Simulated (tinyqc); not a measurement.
Inside a calculation. Method: CIS on RHF in the sto-6g basis, frozen core, for LiH, spin multiplicity 1. Computed by tinyqc, a small Python program that keeps every step (integrals from PySCF). Settings: charge = 0, multiplicity = 1, basis = sto-6g, method = RHF, frozen orbitals = 1, energy threshold = 1e-10, iteration cap = 70, orthogonalisation = symmetric, start = core, DIIS depth = 6. Command: `OMP_NUM_THREADS=1 python tinyqc.py 27490 27491 out.jsonl` (the two numbers bound the seeds that draw the settings). One thread of a shared host (Intel(R) Xeon(R) Processor @ 2.60GHz), about 0.08 s of CPU time with the checks. Later iterations appear only in the table of the cycle.

## One-electron integrals

Geometry (angstrom):

| atom | x | y | z |
|---|---|---|---|
| Li | 0.000000 | 0.000000 | 0.000000 |
| H | 0.000000 | 0.000000 | 1.570000 |

Basis sto-6g: exponents (1/bohr^2) and contraction coefficients of normalised primitives:

| element | l (shell) | exponent | coefficient |
|---|---|---|---|
| Li | s (1) | 167.175846 | 0.009164 |
| Li | s (1) | 30.651508 | 0.049361 |
| Li | s (1) | 8.575187 | 0.168538 |
| Li | s (1) | 2.945808 | 0.370563 |
| Li | s (1) | 1.143944 | 0.416492 |
| Li | s (1) | 0.471139 | 0.130334 |
| Li | s (2) | 6.597564 | -0.013253 |
| Li | s (2) | 1.305830 | -0.046992 |
| Li | s (2) | 0.405851 | -0.033785 |
| Li | s (2) | 0.156146 | 0.250242 |
| Li | s (2) | 0.067814 | 0.595117 |
| Li | s (2) | 0.031084 | 0.240706 |
| Li | p (3) | 6.597564 | 0.003760 |
| Li | p (3) | 1.305830 | 0.037679 |
| Li | p (3) | 0.405851 | 0.173897 |
| Li | p (3) | 0.156146 | 0.418036 |
| Li | p (3) | 0.067814 | 0.425860 |
| Li | p (3) | 0.031084 | 0.101708 |
| H | s (1) | 35.523221 | 0.009164 |
| H | s (1) | 6.513144 | 0.049361 |
| H | s (1) | 1.822143 | 0.168538 |
| H | s (1) | 0.625955 | 0.370563 |
| H | s (1) | 0.243077 | 0.416492 |
| H | s (1) | 0.100112 | 0.130334 |

Overlap, kinetic and nuclear-attraction integrals over the contracted functions; the nuclear repulsion is the sum of Za Zb / Rab.

nuclear repulsion = 1.01116665 hartree

overlap S, lower triangle:
```
           1Li 1s    1Li 2s   1Li 2px   1Li 2py   1Li 2pz     2H 1s
1Li 1s   1.000000
1Li 2s   0.235742  1.000000
1Li 2px  0.000000  0.000000  1.000000
1Li 2py  0.000000  0.000000  0.000000  1.000000
1Li 2pz  0.000000  0.000000  0.000000  0.000000  1.000000
2H 1s    0.073000  0.404893  0.000000  0.000000  0.516719  1.000000
```

kinetic energy T (hartree), lower triangle:
```
            1Li 1s    1Li 2s   1Li 2px   1Li 2py   1Li 2pz     2H 1s
1Li 1s    3.616742
1Li 2s   -0.110723  0.106524
1Li 2px   0.000000  0.000000  0.320007
1Li 2py   0.000000  0.000000  0.000000  0.320007
1Li 2pz   0.000000  0.000000  0.000000  0.000000  0.320007
2H 1s    -0.015899  0.043558  0.000000  0.000000  0.132296  0.768522
```

nuclear attraction V (hartree), lower triangle:
```
            1Li 1s     1Li 2s    1Li 2px    1Li 2py    1Li 2pz      2H 1s
1Li 1s   -8.404200
1Li 2s   -0.907772  -1.494251
1Li 2px   0.000000   0.000000  -1.461098
1Li 2py   0.000000   0.000000   0.000000  -1.461098
1Li 2pz  -0.017598  -0.123586   0.000000   0.000000  -1.560376
2H 1s    -0.309476  -0.755641   0.000000   0.000000  -0.985230  -2.247712
```

core Hamiltonian H = T + V (hartree), lower triangle:
```
            1Li 1s     1Li 2s    1Li 2px    1Li 2py    1Li 2pz      2H 1s
1Li 1s   -4.787457
1Li 2s   -1.018495  -1.387727
1Li 2px   0.000000   0.000000  -1.141090
1Li 2py   0.000000   0.000000   0.000000  -1.141090
1Li 2pz  -0.017598  -0.123586   0.000000   0.000000  -1.240369
2H 1s    -0.325376  -0.712083   0.000000   0.000000  -0.852933  -1.479190
```

## Two-electron integrals

Functions are numbered as in S; the eight-fold symmetry (ij|kl) = (ji|kl) = (kl|ij) leaves the list below.

Two-electron integrals (ij|kl) in chemists' order, unique and non-zero (hartree):
```
(11|11) 1.681247   (21|11) 0.242603   (21|21) 0.044507   (22|11) 0.397190
(22|21) 0.090279   (22|22) 0.290625   (31|31) 0.009437   (32|31) 0.014261
(32|32) 0.064236   (33|11) 0.397190   (33|21) 0.090279   (33|22) 0.290625
(33|33) 0.313125   (41|41) 0.009437   (42|41) 0.014261   (42|42) 0.064236
(43|43) 0.016875   (44|11) 0.397190   (44|21) 0.090279   (44|22) 0.290625
(44|33) 0.279374   (44|44) 0.313125   (51|51) 0.009437   (52|51) 0.014261
(52|52) 0.064236   (53|53) 0.016875   (54|54) 0.016875   (55|11) 0.397190
(55|21) 0.090279   (55|22) 0.290625   (55|33) 0.279374   (55|44) 0.279374
(55|55) 0.313125   (61|11) 0.076370   (61|21) 0.013665   (61|22) 0.027778
(61|33) 0.027404   (61|44) 0.027404   (61|51) 0.001806   (61|52) 0.003563
(61|55) 0.028526   (61|61) 0.004631   (62|11) 0.155532   (62|21) 0.035677
(62|22) 0.118769   (62|33) 0.113031   (62|44) 0.113031   (62|51) 0.006202
(62|52) 0.034084   (62|55) 0.130246   (62|61) 0.013032   (62|62) 0.076837
(63|31) 0.003256   (63|32) 0.014191   (63|53) 0.005441   (63|63) 0.005972
(64|41) 0.003256   (64|42) 0.014191   (64|54) 0.005441   (64|64) 0.005972
(65|11) 0.185687   (65|21) 0.043094   (65|22) 0.148538   (65|33) 0.138718
(65|44) 0.138718   (65|51) 0.009695   (65|52) 0.052468   (65|55) 0.168178
(65|61) 0.016550   (65|62) 0.106198   (65|65) 0.149451   (66|11) 0.335621
(66|21) 0.078561   (66|22) 0.283690   (66|33) 0.259365   (66|44) 0.259365
(66|51) 0.016440   (66|52) 0.106538   (66|55) 0.332335   (66|61) 0.030558
(66|62) 0.226747   (66|65) 0.326608   (66|66) 0.774999
```

## Orthogonalisation

S = U s U^T; symmetric (Loewdin) form X = U s^(-1/2) U^T, so that X^T S X = 1.

eigenvalues of S: 0.339105  0.802987  1.000000  1.000000  1.164302  1.693606

X, lower triangle:
```
            1Li 1s     1Li 2s   1Li 2px   1Li 2py    1Li 2pz     2H 1s
1Li 1s    1.021935
1Li 2s   -0.124399   1.114861
1Li 2px   0.000000   0.000000  1.000000
1Li 2py   0.000000   0.000000  0.000000  1.000000
1Li 2pz  -0.002815   0.118084  0.000000  0.000000   1.149722
2H 1s     0.002193  -0.287928  0.000000  0.000000  -0.365811  1.241853
```

## Starting guess

The start is the orbitals of the core Hamiltonian; D = 2 C_occ C_occ^T.

D at the start, lower triangle:
```
            1Li 1s    1Li 2s   1Li 2px   1Li 2py   1Li 2pz     2H 1s
1Li 1s    2.050656
1Li 2s   -0.127273  0.158822
1Li 2px   0.000000  0.000000  0.000000
1Li 2py   0.000000  0.000000  0.000000  0.000000
1Li 2pz  -0.057342  0.164129  0.000000  0.000000  0.172438
2H 1s    -0.134764  0.387778  0.000000  0.000000  0.407436  0.962689
```

## Iteration 1: building the Fock matrix

J_ij = sum D_kl (ij|kl), K_ij = sum D_kl (ik|jl); F = H + J - 0.5 K; E = tr D H + tr D J / 2 - 0.25 tr D K + E_nn.

Coulomb J (hartree), lower triangle:
```
           1Li 1s    1Li 2s   1Li 2px   1Li 2py   1Li 2pz     2H 1s
1Li 1s   4.091929
1Li 2s   0.650805  1.366562
1Li 2px  0.000000  0.000000  1.328855
1Li 2py  0.000000  0.000000  0.000000  1.328855
1Li 2pz  0.031649  0.190242  0.000000  0.000000  1.441976
2H 1s    0.215187  0.722565  0.000000  0.000000  0.952622  1.983542
```

exchange K (hartree), lower triangle:
```
           1Li 1s    1Li 2s   1Li 2px   1Li 2py   1Li 2pz     2H 1s
1Li 1s   3.390547
1Li 2s   0.476406  0.309765
1Li 2px  0.000000  0.000000  0.049145
1Li 2py  0.000000  0.000000  0.000000  0.049145
1Li 2pz  0.018172  0.293102  0.000000  0.000000  0.398916
2H 1s    0.172277  0.507580  0.000000  0.000000  0.653440  1.256962
```

Fock matrix F (hartree), lower triangle:
```
            1Li 1s     1Li 2s   1Li 2px   1Li 2py    1Li 2pz      2H 1s
1Li 1s   -2.390801
1Li 2s   -0.605894  -0.176048
1Li 2px   0.000000   0.000000  0.163192
1Li 2py   0.000000   0.000000  0.000000  0.163192
1Li 2pz   0.004965  -0.079895  0.000000  0.000000   0.002149
2H 1s    -0.196327  -0.243308  0.000000  0.000000  -0.227031  -0.124130
```

total energy of this density = -7.91771384 hartree

## Iteration 1: diagonalisation and new density

Diagonalise F' = X^T F X, C = X C', fill 2 alpha and 2 beta electrons from the bottom; D = 2 C_occ C_occ^T. Each column has its largest component positive (the first on a tie).

F' = X^T F X (hartree), lower triangle:
```
           1          2         3         4          5         6
1  -2.346338
2  -0.320957   0.038385
3   0.000000   0.000000  0.163192
4   0.000000   0.000000  0.000000  0.163192
5   0.014970   0.053142  0.000000  0.000000   0.174019
6  -0.049552  -0.269982  0.000000  0.000000  -0.324240  0.157376
```

orbital energies (hartree): MO1 -2.391662, MO2 -0.245158, MO3 0.068613, MO4 0.163192, MO5 0.163192, MO6 0.591648

coefficients C:
```
               MO1        MO2        MO3       MO4        MO5        MO6
1Li 1s    0.995417  -0.150357  -0.197626  0.000000   0.000000   0.085565
1Li 2s    0.016813   0.407746   0.806944  0.000000   0.000000  -0.733171
1Li 2px   0.000000   0.000000   0.000000  0.880547  -0.473959   0.000000
1Li 2py   0.000000   0.000000   0.000000  0.473959   0.880547   0.000000
1Li 2pz  -0.004011   0.364293  -0.612612  0.000000   0.000000  -0.980618
2H 1s     0.005950   0.565687  -0.094235  0.000000   0.000000   1.195829
```

D after iteration 1, lower triangle:
```
            1Li 1s    1Li 2s   1Li 2px   1Li 2py   1Li 2pz     2H 1s
1Li 1s    2.026923
1Li 2s   -0.089143  0.333078
1Li 2px   0.000000  0.000000  0.000000
1Li 2py   0.000000  0.000000  0.000000  0.000000
1Li 2pz  -0.117533  0.296943  0.000000  0.000000  0.265451
2H 1s    -0.158264  0.461513  0.000000  0.000000  0.412104  0.640074
```

Within a degenerate level the vectors are fixed only up to a rotation; this is one choice.

## Iteration 7 (converged): orbitals

converged F (hartree), lower triangle:
```
            1Li 1s     1Li 2s   1Li 2px   1Li 2py    1Li 2pz      2H 1s
1Li 1s   -2.385136
1Li 2s   -0.617827  -0.210572
1Li 2px   0.000000   0.000000  0.162666
1Li 2py   0.000000   0.000000  0.000000  0.162666
1Li 2pz   0.012712  -0.106158  0.000000  0.000000  -0.004478
2H 1s    -0.194061  -0.271312  0.000000  0.000000  -0.238283  -0.158602
```

As before.

F' = X^T F X (hartree), lower triangle:
```
           1          2         3         4          5         6
1  -2.337959
2  -0.330991   0.007684
3   0.000000   0.000000  0.162666
4   0.000000   0.000000  0.000000  0.162666
5   0.024764   0.025830  0.000000  0.000000   0.164880
6  -0.044207  -0.279066  0.000000  0.000000  -0.319413  0.125195
```

orbital energies (hartree): MO1 -2.386606, MO2 -0.288386, MO3 0.078838, MO4 0.162666, MO5 0.162666, MO6 0.555955

coefficients C:
```
               MO1        MO2        MO3       MO4        MO5        MO6
1Li 1s    0.993820  -0.159849  -0.198936  0.000000   0.000000   0.083859
1Li 2s    0.023589   0.443396   0.798449  0.000000   0.000000  -0.721498
1Li 2px   0.000000   0.000000   0.000000  0.974062  -0.226281   0.000000
1Li 2py   0.000000   0.000000   0.000000  0.226281   0.974062   0.000000
1Li 2pz  -0.005993   0.347015  -0.615425  0.000000   0.000000  -0.985103
2H 1s     0.004167   0.553593  -0.129080  0.000000   0.000000   1.198240
```

D after iteration 7, lower triangle:
```
            1Li 1s    1Li 2s   1Li 2px   1Li 2py   1Li 2pz     2H 1s
1Li 1s    2.026461
1Li 2s   -0.094867  0.394312
1Li 2px   0.000000  0.000000  0.000000
1Li 2py   0.000000  0.000000  0.000000  0.000000
1Li 2pz  -0.122852  0.307447  0.000000  0.000000  0.240911
2H 1s    -0.168699  0.491118  0.000000  0.000000  0.384161  0.612966
```

Within a degenerate level the vectors are fixed only up to a rotation; this is one choice.

## Convergence

Stop when the energy changes by less than 1e-10 hartree and every element of the error matrix X^T (F D S - S D F) X is below 3e-06.

Course of the cycle:

| iteration | E (hartree) | change | largest element of the error matrix |
|---|---|---|---|
| 1 | -7.91771384 | - | 1.91e-01 |
| 2 | -7.95185999 | -3.41e-02 | 2.41e-02 |
| 3 | -7.95257591 | -7.16e-04 | 4.27e-03 |
| 4 | -7.95267108 | -9.52e-05 | 1.27e-03 |
| 5 | -7.95268114 | -1.01e-05 | 2.70e-05 |
| 6 | -7.95268114 | -1.93e-09 | 1.57e-06 |
| 7 | -7.95268114 | -6.40e-12 | 5.35e-09 |

PySCF RHF in the same basis = -7.95268114 hartree

Converged in 7 iterations.

## Populations, bond orders and dipole

Mulliken: Z minus the diagonal of D S on the atom; Loewdin: the same with S^(1/2) D S^(1/2); Mayer order: 2 sum_s sum (D(s) S)_ij (D(s) S)_ji over the two atoms.

Charges (e):

| atom | Mulliken | Loewdin |
|---|---|---|
| 1Li | -0.001995 | -0.002065 |
| 2H | 0.001995 | 0.002065 |

Mayer bond orders:

| pair | order |
|---|---|
| 2-1 | 0.999996 |

dipole moment about the origin, x y z (debye): 0.000000  0.000000  -4.907029

## Integrals over molecular orbitals

(pq|rs) = sum C_ip C_jq C_kr C_ls (ij|kl), one index at a time.

one-electron integrals over orbitals h = C^T H C (hartree), lower triangle:
```
           1          2          3          4          5          6
1  -4.779614
2   0.105644  -1.509242
3   0.169650   0.029774  -1.133343
4   0.000000   0.000000   0.000000  -1.141090
5   0.000000   0.000000   0.000000   0.000000  -1.141090
6  -0.038163  -0.058964   0.035532   0.000000   0.000000  -0.953637
```

Two-electron integrals over orbitals (pq|rs), unique and non-zero (hartree); the lowest 1 orbital is frozen and left out:
```
(22|22) 0.492273    (32|22) -0.046580   (32|32) 0.011951    (33|22) 0.223626
(33|32) 0.006879    (33|33) 0.339745    (42|42) 0.023192    (43|42) 0.019004
(43|43) 0.041392    (44|22) 0.271554    (44|32) 0.005403    (44|33) 0.282600
(44|44) 0.313125    (52|52) 0.023192    (53|52) 0.019004    (53|53) 0.041392
(54|54) 0.016875    (55|22) 0.271554    (55|32) 0.005403    (55|33) 0.282600
(55|44) 0.279374    (55|55) 0.313125    (62|22) 0.129916    (62|32) -0.033178
(62|33) -0.012696   (62|44) -0.015025   (62|55) -0.015025   (62|62) 0.124912
(63|22) -0.049991   (63|32) 0.008161    (63|33) 0.035524    (63|44) 0.001393
(63|55) 0.001393    (63|62) -0.030238   (63|63) 0.025214    (64|42) -0.019614
(64|43) -0.014087   (64|64) 0.020002    (65|52) -0.019614   (65|53) -0.014087
(65|65) 0.020002    (66|22) 0.457455    (66|32) -0.041299   (66|33) 0.241258
(66|44) 0.269248    (66|55) 0.269248    (66|62) 0.136749    (66|63) -0.042657
(66|66) 0.456669
```

## CIS matrix, singlets

A(ia,jb) = (e_a - e_i) d_ij d_ab + 2 (ia|jb) - (ij|ab).

CIS matrix A, singlet (hartree), lower triangle:
```
           2>3       2>4       2>5       2>6
2>3   0.167501
2>4   0.000000  0.225881
2>5   0.000000  0.000000  0.225881
2>6  -0.016364  0.000000  0.000000  0.636709
```

## CIS singlet states

dipole integrals <i|r|a> (bohr):
```
             x         y          z
2>3   0.000000  0.000000  -0.396376
2>4   0.940608  0.218510   0.000000
2>5  -0.218510  0.940608   0.000000
2>6   0.000000  0.000000   0.688562
```

Diagonalise A (1 hartree = 27.211386 eV); each vector has its largest component positive (the first on a tie). The transition dipole is mu = sqrt2 sum c_ia <i|r|a>.

singlet excitation energies (eV): 4.542411  6.146542  6.146542  17.341249

lowest vectors:
```
      state 1    state 2   state 3    state 4
2>3  0.999394   0.000000  0.000000  -0.034812
2>4  0.000000  -0.483724  0.875221   0.000000
2>5  0.000000   0.875221  0.483724   0.000000
2>6  0.034812   0.000000  0.000000   0.999394
```

oscillator strengths 2/3 w |mu|^2: 0.030828  0.280843  0.280843  0.418670

Within a degenerate level the vectors are fixed only up to a rotation; this is one choice.

## CIS matrix, triplets

A(ia,jb) = (e_a - e_i) d_ij d_ab - (ij|ab).

CIS matrix A, triplet (hartree), lower triangle:
```
          2>3       2>4       2>5       2>6
2>3  0.143598
2>4  0.000000  0.179498
2>5  0.000000  0.000000  0.179498
2>6  0.049991  0.000000  0.000000  0.386886
```

## CIS triplet states

Diagonalise A (1 hartree = 27.211386 eV); each vector has its largest component positive (the first on a tie).

triplet excitation energies (eV): 3.638870  4.884394  4.884394  10.796320

lowest vectors:
```
       state 1    state 2   state 3   state 4
2>3   0.981055   0.000000  0.000000  0.193728
2>4   0.000000   0.891679  0.452668  0.000000
2>5   0.000000  -0.452668  0.891679  0.000000
2>6  -0.193728   0.000000  0.000000  0.981055
```

Within a degenerate level the vectors are fixed only up to a rotation; this is one choice.
